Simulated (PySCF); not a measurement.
Compound: CH4AlF.
Z-matrix (Å and degrees, PBE0-D3(BJ)/def2-SVP geometry), rows numbered from 1:
```
C 
Al  1  1.9406
F   2  1.6716  1  117.88
H   1  1.1013  2  112.61  3  -178.71
H   1  1.1034  2  110.50  3   -58.05
H   1  1.1029  2  111.25  3    59.99
H   2  1.5830  1  126.86  3   179.68
```

Method used: TDDFT CAM-B3LYP/def2-SVPD, vertical, gas phase, core orbitals frozen in the response in PySCF.

Broadening: Gaussians 0.4 eV wide at half height, area fixed by f = 4.319×10⁻⁹ ∫ε dν̃. The cross-section is σ = 3.8235×10⁻²¹ ε cm², given in Mb (10⁻¹⁸ cm²). The width is an assumption, not a result. The curve ends short of the highest state used, and states not computed would add to its high-energy end.

E (eV), σ (Mb) and a bar:
```
     5.36       0.00 
     5.48       0.01 
     5.61       0.08 
     5.73       0.28 
     5.85       0.58 
     5.97       0.72 
     6.10       0.51 
     6.22       0.23 
     6.34       0.06 
     6.46       0.01 
     6.59       0.00 
     6.71       0.02 
     6.83       0.20 
     6.95       1.46 #
     7.08       7.35 ###
     7.20      19.42 ########
     7.32      31.17 #############
     7.44      30.42 ############
     7.57      17.42 #######
     7.69       8.80 ####
     7.81      10.39 ####
     7.93      18.85 ########
     8.06      28.81 ############
     8.18      34.15 ##############
     8.30      32.33 #############
     8.42      28.50 ###########
     8.55      40.65 ################
     8.67      65.93 ###########################
     8.79      74.59 ##############################
     8.91      53.81 ######################
```

Task: Where are the band maxima, and which computed states make them?

Result: 208 nm (5.96 eV), ε about 190, made up of S1 (100%); 168 nm (7.37 eV), ε about 8600, made up of S2 (100%); 151 nm (8.21 eV), ε about 9000, made up of S3 (22%) and S4 (77%); 141 nm (8.76 eV), ε about 20000, made up of S5 (99%) (ε in L mol⁻¹ cm⁻¹; maxima over ε = 5, shares over 10%). The states used: S1 5.96 eV (f 0.0028); S2 7.37 eV (f 0.127); S3 8.00 eV (f 0.062); S4 8.26 eV (f 0.107); S5 8.76 eV (f 0.291); S6 9.01 eV (f 0.0000); S7 9.27 eV (f 0.062); S8 9.39 eV (f 0.057); S9 9.51 eV (f 0.015); S10 9.51 eV (f 0.015).

Task: On this curve, what absorbance would a 10⁻³ mol/L sample give at 193 nm over a 1 cm path?

Result: 193 nm is 6.424 eV, where ε is about 4.6 L mol⁻¹ cm⁻¹, so A = ε c l ≈ 0.0046 (Beer–Lambert, with the gas-phase spectrum and the assumed width).

Task: What would ε be at 8.76 eV, the highest of these maxima, with half the width (0.2 eV)?

Result: About 39100 L mol⁻¹ cm⁻¹ against 19700, a factor of about 1.98; a lone state at its own centre would give exactly 2.

Task: Coming from long wavelengths, where does ε first pass 100 L mol⁻¹ cm⁻¹?

Result: At about 215 nm (5.77 eV), 0.19 eV below S1.

The vertical ionisation energy (ΔSCF) is 10.90 eV, 1.39 eV above S10.

Time: 20 s. Hardware: Arm Neoverse N1, one thread (shared host).
